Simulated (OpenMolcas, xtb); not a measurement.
SiH3O (SMILES O[SiH2]): methods side by side

SiH3O: 5 atoms, total charge 0, spin state doublet. SMILES: `O[SiH2]`. Geometry: relaxed at GFN2-xTB. This is one conformer, not always the lowest.

Quantity: the vertical energy of the quartet above the doublet, in eV. The values are calculated.

```tsv
level	kind	program	value (eV)	less FCI/STO-3G
GFN0-xTB	semi-empirical	xtb	6.02	-3.69
ROHF/STO-3G	Hartree–Fock	OpenMolcas	9.17	-0.54
USVWN5/STO-3G	LDA	OpenMolcas	9.85	+0.14
UPBE/STO-3G	GGA	OpenMolcas	9.61	-0.10
U-r2SCAN/STO-3G	meta-GGA	OpenMolcas	9.62	-0.09
UB3LYP/STO-3G	global hybrid	OpenMolcas	9.70	-0.01
CASSCF(3,3)/STO-3G	multireference	OpenMolcas	9.51	-0.20
ROCCSD(T)/STO-3G	coupled cluster or CI	OpenMolcas	9.86	+0.15
FCI/STO-3G	exact in the basis	OpenMolcas	9.71	0.00
```

FCI/STO-3G is exact within its basis and frozen core, so for wave-function methods in that basis the difference is their error; functionals converge differently with the basis, so for them it is only a difference. The values span 6.02 to 9.86 eV. The xTB rows lack spin polarisation, so open shells miss the exchange term that lowers them. All rows use very small basis sets, so even the best lies far from the true value.
